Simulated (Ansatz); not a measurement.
Basis-set series for `CC(=N)C=O`. Total charge 0; spin multiplicity 1. All single points use the PBE0-D4/def2-TZVP geometry. It is one conformer, not always the lowest.

```xyz
10

C    -0.031   -0.935   -0.922
C     0.289   -0.070    0.248
N     1.238   -0.323    1.044
C    -0.583    1.152    0.456
O    -0.416    1.916    1.365
H     0.025   -0.363   -1.853
H     0.663   -1.771   -0.971
H    -1.054   -1.319   -0.849
H     1.266    0.405    1.766
H    -1.396    1.309   -0.284
```

| functional | basis | functions | energy (Eh) | HOMO (eV) | LUMO (eV) |
| --- | --- | --- | --- | --- | --- |
| PBE0-D4 | def2-SVP | 95 | -246.81043 | -7.54 | -2.17 |
| PBE0-D4 | def2-TZVPP | 225 | -247.09018 | -7.70 | -2.39 |
| ωB97M-V | def2-SVP | 95 | -246.98887 | -9.90 | 0.22 |
| ωB97M-V | def2-TZVPP | 225 | -247.27977 | -10.09 | -0.08 |

**Question.** Give the rows for def2-QZVPP. (Estimate.)

**Answer.** Computed: 
```json
{"functional": "PBE0-D4", "basis": "def2-QZVPP", "functions": "435", "energy (Eh)": "-247.10357", "HOMO (eV)": "-7.73", "LUMO (eV)": "-2.45"}
{"functional": "ωB97M-V", "basis": "def2-QZVPP", "functions": "435", "energy (Eh)": "-247.29259", "HOMO (eV)": "-10.12", "LUMO (eV)": "-0.16"}
```
